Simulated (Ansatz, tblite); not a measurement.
Isomers of Mg₃H₅⁻ (singlet), found by a short tight-binding search and relaxed with r2SCAN-D4/def2-TZVPD in Ansatz.

The xTB rows come from tblite. Correlated methods freeze 3 core orbitals; core or outer-core shells of Mg are correlated, in sets that lack core-valence functions.

Run but left out: HF/def2-TZVPPD (A: restricted singlet, unstable towards broken spin symmetry).

A: The restricted singlet is unstable towards broken spin symmetry in Hartree–Fock (as tested in another run); at PBE-D4/def2-TZVPD, revPBE-D4/def2-TZVPD, r2SCAN-D4/def2-TZVPD, PBE0-D4/def2-TZVPD and others this wasn't settled. At PBE-D4/def2-TZVPD, revPBE-D4/def2-TZVPD the highest occupied level of the charge -1 singlet lies above zero (up to 0.08 eV). The electron is either unbound and held by the finite basis, or the level is raised by self-interaction error. At CCSD(T)/def2-TZVPPD the restricted singlet (for correlated methods, its reference) is unstable: a solution with broken spin symmetry lies lower. B: The restricted singlet is unstable towards broken spin symmetry in Hartree–Fock (as tested in another run); at PBE-D4/def2-TZVPD, revPBE-D4/def2-TZVPD, r2SCAN-D4/def2-TZVPD, PBE0-D4/def2-TZVPD and others this wasn't settled. At CCSD(T)/def2-TZVPPD the restricted singlet (for correlated methods, its reference) is unstable: a solution with broken spin symmetry lies lower.

Other spin states weren't relaxed.

A:

Cartesian coordinates in Å:
```
Mg -0.961 -1.125 -0.853
Mg 1.485 0.721 0.443
Mg -1.228 0.489 1.626
H 3.196 0.986 0.659
H -1.895 0.314 -0.273
H 0.051 1.787 0.746
H 0.790 -0.660 -0.551
H -1.438 -2.513 -1.797
```

B:

```xyz
8

Mg   -0.784   -0.873    0.619
Mg   -1.192    1.322   -1.361
Mg    1.435    0.754   -0.399
H    -0.985   -2.213    1.746
H     3.163    0.973   -0.282
H     0.085    0.837    0.946
H     0.415   -0.776   -0.911
H    -2.137   -0.024   -0.358
```

Estimate their order by electronic energy at PBE0-D4/def2-TZVPD, counted from the lowest.

B (0.00) < A (0.43), in eV.

Do the other levels pick the same lowest one?

All that were run do. Energies above each level's lowest (eV):

```tsv
level	A	B
GFN1-xTB	0.48	0.00
GFN2-xTB	1.47	0.00
PBE-D4/def2-TZVPD	0.41	0.00
revPBE-D4/def2-TZVPD	0.43	0.00
r2SCAN-D4/def2-TZVPD	0.41	0.00
PBE0-D4/def2-TZVPD	0.43	0.00
CAM-B3LYP-D4/def2-TZVPD	0.40	0.00
MP2/def2-TZVPPD	0.39	0.00
CCSD/def2-TZVPPD	0.38	0.00
CCSD(T)/def2-TZVPPD	0.38	0.00
```
Point groups (tolerance 0.1 Å): A Cs, B Cs. Lower isomers may exist.
